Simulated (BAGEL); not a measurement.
# SiNH5 (SMILES [SiH3]N) at B3LYP/def2-TZVP (density fitting with cc-pvqz-jkfit)

What is the energy change on altering one bond length of SiNH5 at B3LYP/def2-TZVP (density fitting with cc-pvqz-jkfit)? 

Program for the calculation: BAGEL 1.2.2.

1 further run of the same task is left out (set aside as unsound or not needed).

## Step 1: Starting point

SiNH5: 7 atoms, total charge 0, spin state singlet. SMILES: `[SiH3]N`. The shape is that of a PBE0-D4/def2-TZVP optimisation.

Bond lengths: Si1–N2 1.720 Å, Si1–H3 1.486 Å, Si1–H4 1.486 Å, Si1–H5 1.494 Å, N2–H6 1.007 Å, N2–H7 1.007 Å. Angles: Si1–N2–H6 119.6°, Si1–N2–H7 119.6°, N2–Si1–H3 107.9°, N2–Si1–H4 107.9°, N2–Si1–H5 116.0°, H6–N2–H7 110.7°, H3–Si1–H4 110.5°, H3–Si1–H5 107.3°, H4–Si1–H5 107.3°.

## Step 2: The energy at B3LYP/def2-TZVP (density fitting with cc-pvqz-jkfit)

input.json reads:

```json
{ "bagel": [

{
  "title": "molecule",
  "basis": "def2-tzvp.json",
  "df_basis": "cc-pvqz-jkfit",
  "angstrom": true,
  "geometry": [
    { "atom": "Si", "xyz": [   -0.413010,   -0.292700,   -0.422350 ] },
    { "atom": "N", "xyz": [    0.611760,    0.348670,    0.801280 ] },
    { "atom": "H", "xyz": [   -0.018320,   -1.706330,   -0.653330 ] },
    { "atom": "H", "xyz": [   -1.813170,   -0.217090,    0.068940 ] },
    { "atom": "H", "xyz": [   -0.367930,    0.402730,   -1.743970 ] },
    { "atom": "H", "xyz": [    0.391580,    1.238230,    1.219480 ] },
    { "atom": "H", "xyz": [    1.609100,    0.226510,    0.729930 ] }
  ]
},
{
  "title": "ks",
  "xc_func": "b3lyp"
},
{
  "title": "print",
  "file": "orbitals.molden",
  "orbitals": true
}

]}
```

The basis set def2-TZVP is read from a file made from the Basis Set Exchange's data (not shown).

The run is started by

```sh
$ BAGEL_NUM_THREADS=1 BAGEL input.json > input.out
```

What it wrote:

```text
* using 1 threads per process

  ===============================================================
  ===============================================================

  *** Geometry ***

  { "atom" : "Si", "xyz" : [     -0.780476,     -0.553123,     -0.798126 ] },
  { "atom" : "N", "xyz" : [      1.156059,      0.658891,      1.514200 ] },
  { "atom" : "H", "xyz" : [     -0.034620,     -3.224496,     -1.234615 ] },
  { "atom" : "H", "xyz" : [     -3.426395,     -0.410241,      0.130278 ] },
  { "atom" : "H", "xyz" : [     -0.695287,      0.761049,     -3.295626 ] },
  { "atom" : "H", "xyz" : [      0.739979,      2.339916,      2.304483 ] },
  { "atom" : "H", "xyz" : [      3.040758,      0.428042,      1.379368 ] },

  Number of auxiliary basis functions:      509

  Since a DF basis is specified, we compute 2- and 3-index integrals:
    o Being stored without compression. Storage requirement is 0.039 GB

  Number of basis functions:       98
  Number of electrons      :       26

    * METHOD: MOLECULE                             0.60

  *** Kohn-Sham DFT ***

    * Removing 10775 points whose weight is below 1.00e-10
    * Grid points: 93567

  === Nuclear Repulsion ===
    64.8398447588

       - DIIS with orbital gradients will be used.

  === KS iteration (b3lyp / def2-tzvp.json) ===
      0       -294.55160191          0.17541678           0.48
      1       -248.52243071          0.17569387           0.60
      2       -283.23909959          0.18017404           0.73
      3       -336.16687406          0.17952812           0.72
      4       -344.79872901          0.07757772           0.65
      5       -344.12711957          0.09324681           0.50
      6       -344.12015990          0.09345459           0.44
      7       -345.23272842          0.07581469           0.46
      8       -347.31949125          0.00579837           0.50
      9       -347.32658478          0.00273431           0.47
     10       -347.32853328          0.00030063           0.50
     11       -347.32855690          0.00003983           0.45
     12       -347.32855734          0.00000966           0.51
     13       -347.32855737          0.00000225           0.50
     14       -347.32855737          0.00000087           0.47
     15       -347.32855737          0.00000008           0.45
     16       -347.32855737          0.00000004           0.47
     17       -347.32855737          0.00000001           0.45
    * SCF iteration converged.

    * Permanent dipole moment:
           (   -0.361201,    -0.379158,    -0.114749) a.u.

    * METHOD: KS                                  10.31

    * METHOD: PRINT                                0.05

  ===============================================================
```

Run time: 12 s. Hardware: 1 thread of AMD EPYC 7R43 (Zen 3), shared host; peak memory 0.43 GiB.

## Step 3: The distorted shape, same level

calc.json reads:

```json
{ "bagel": [

{
  "title": "molecule",
  "basis": "def2-tzvp.json",
  "df_basis": "cc-pvqz-jkfit",
  "angstrom": true,
  "geometry": [
    { "atom": "Si", "xyz": [      -0.236860,      -1.004374,      -0.756922 ] },
    { "atom": "N", "xyz": [       0.787910,      -0.363004,       0.466708 ] },
    { "atom": "H", "xyz": [       0.157830,      -2.418004,      -0.987902 ] },
    { "atom": "H", "xyz": [      -1.637020,      -0.928764,      -0.265632 ] },
    { "atom": "H", "xyz": [      -0.191780,      -0.308944,      -2.078542 ] },
    { "atom": "H", "xyz": [       0.391580,       1.238230,       1.219480 ] },
    { "atom": "H", "xyz": [       1.785250,      -0.485164,       0.395358 ] }
  ]
},

{
  "title": "ks",
  "xc_func": "b3lyp"
},

{
  "title": "print",
  "file": "orbitals.molden",
  "orbitals": true
}

]}
```

The basis set def2-TZVP is read from a file made from the Basis Set Exchange's data (not shown).

The run is started by

```sh
$ BAGEL_NUM_THREADS=1 BAGEL calc.json > calc.out
```

What it wrote:

```text
* using 1 threads per process

  ===============================================================
  ===============================================================

  *** Geometry ***

  { "atom" : "Si", "xyz" : [     -0.447601,     -1.897992,     -1.430375 ] },
  { "atom" : "N", "xyz" : [      1.488934,     -0.685978,      0.881950 ] },
  { "atom" : "H", "xyz" : [      0.298255,     -4.569365,     -1.866864 ] },
  { "atom" : "H", "xyz" : [     -3.093519,     -1.755110,     -0.501972 ] },
  { "atom" : "H", "xyz" : [     -0.362412,     -0.583820,     -3.927875 ] },
  { "atom" : "H", "xyz" : [      0.739979,      2.339916,      2.304483 ] },
  { "atom" : "H", "xyz" : [      3.373634,     -0.916827,      0.747118 ] },

  Number of auxiliary basis functions:      509

  Since a DF basis is specified, we compute 2- and 3-index integrals:
    o Being stored without compression. Storage requirement is 0.039 GB

  Number of basis functions:       98
  Number of electrons      :       26

    * METHOD: MOLECULE                             0.31

  *** Kohn-Sham DFT ***

    * Removing 9962 points whose weight is below 1.00e-10
    * Grid points: 94380

  === Nuclear Repulsion ===
    62.3540150316

       - DIIS with orbital gradients will be used.

  === KS iteration (b3lyp / def2-tzvp.json) ===
      0       -294.20074146          0.17121382           0.57
      1       -246.31920821          0.15920191           0.43
      2       -284.01029170          0.17820937           0.43
      3       -335.07245160          0.16259676           0.51
      4       -341.68370668          0.11352361           0.44
      5       -340.00486432          0.13116531           0.43
      6       -343.85265056          0.08650133           0.43
      7       -344.12085687          0.08486302           0.42
      8       -347.08403917          0.01412533           0.42
      9       -347.09753933          0.01487600           0.43
     10       -347.18114737          0.00447929           0.43
     11       -347.18675975          0.00086190           0.43
     12       -347.18695821          0.00029224           0.42
     13       -347.18698166          0.00006203           0.41
     14       -347.18698309          0.00001150           0.44
     15       -347.18698315          0.00000379           0.41
     16       -347.18698315          0.00000081           0.43
     17       -347.18698315          0.00000052           0.40
     18       -347.18698315          0.00000012           0.41
     19       -347.18698315          0.00000006           0.40
     20       -347.18698315          0.00000002           0.40
     21       -347.18698315          0.00000000           0.40
    * SCF iteration converged.

    * Permanent dipole moment:
           (   -0.324036,    -0.327087,    -0.062501) a.u.

    * METHOD: KS                                  10.22

    * METHOD: PRINT                                0.04

  ===============================================================
```

Run time: 11 s. Hardware: 1 thread of AMD EPYC 7R43 (Zen 3), shared host; peak memory 0.43 GiB.

## Step 4: What came out

Level: B3LYP/def2-TZVP (density fitting with cc-pvqz-jkfit).

| quantity | value |
| --- | --- |
| first shape: total energy | -347.32856 Eh |
| first shape: dipole moment | 1.36 D |
| first shape: HOMO energy | -7.18 eV |
| first shape: LUMO energy | 0.07 eV |
| first shape: HOMO–LUMO gap | 7.25 eV |
| distorted shape: total energy | -347.18698 Eh |
| distorted shape: dipole moment | 1.18 D |
| distorted shape: HOMO energy | -7.09 eV |
| distorted shape: LUMO energy | -3.46 eV |
| distorted shape: HOMO–LUMO gap | 3.63 eV |
| energy change with the N2–H6 bond stretched from 1.007 to 1.813 Å | 3.852 eV |

**Reading.** One bond (distorted shape) is far stretched, which a spin-restricted single reference describes badly; a broken-symmetry solution may lie lower. With the N2–H6 bond stretched from 1.007 to 1.813 Å the energy rises by 3.85 eV (89 kcal/mol). The first shape isn't relaxed at this level, so the change isn't measured from a minimum. A restricted reference can't describe the breaking bond well at this length.
